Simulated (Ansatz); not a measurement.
## How methods differ on [SiH3]+ (SMILES [SiH3+])

The species is [SiH3]+ (4 atoms), meant as a singlet with charge +1. SMILES: `[SiH3+]`. Geometry: relaxed at PBE0-D4/def2-TZVP.

```xyz
4

Si    0.0000    0.0000    0.0000
H     0.6869    0.6754    1.1130
H    -0.1184   -1.4672   -0.0099
H    -0.5685    0.7917   -1.1031
```

Quantity: the energy change with the Si1–H3 bond stretched from 1.472 to 2.944 Å, in eV. The values are calculated.

```
                                            level                    kind  program  value (eV)  CPU time (all runs)
     HF/6-31G* (spherical functions) (restricted)            Hartree–Fock   Ansatz        5.00                0.3 s
  SVWN5/6-31G* (spherical functions) (restricted)                     LDA   Ansatz        3.68                1.1 s
 r2SCAN/6-31G* (spherical functions) (restricted)                meta-GGA   Ansatz        4.03                3.6 s
  B3LYP/6-31G* (spherical functions) (restricted)           global hybrid   Ansatz        4.03                1.8 s
  HSE06/6-31G* (spherical functions) (restricted)  range-separated hybrid   Ansatz        4.13                2.1 s
  wB97X/6-31G* (spherical functions) (restricted)  range-separated hybrid   Ansatz        4.57                7.7 s
    MP2/6-31G* (spherical functions) (restricted)     perturbation theory   Ansatz        4.26               0.35 s
BCCD(T)/6-31G* (spherical functions) (restricted)   coupled cluster or CI   Ansatz        3.37               0.61 s
                                        FCI/3-21G      exact in the basis   Ansatz        3.01                1.1 s
```

A spin-restricted reference rises too steeply as a bond breaks; here HF/6-31G*, SVWN5/6-31G*, r2SCAN/6-31G*, B3LYP/6-31G*, HSE06/6-31G*, wB97X/6-31G*, MP2/6-31G* lie well above the multireference or unrestricted value. The first shape isn't each level's own minimum. The values span 3.01 to 5.00 eV. High-level rows in very small sets aren't better than simpler rows in larger ones. In so small a basis fixed costs decide the times, and correlated methods can beat functionals. CPU times are rough (shared hosts, several kinds of processor and program).
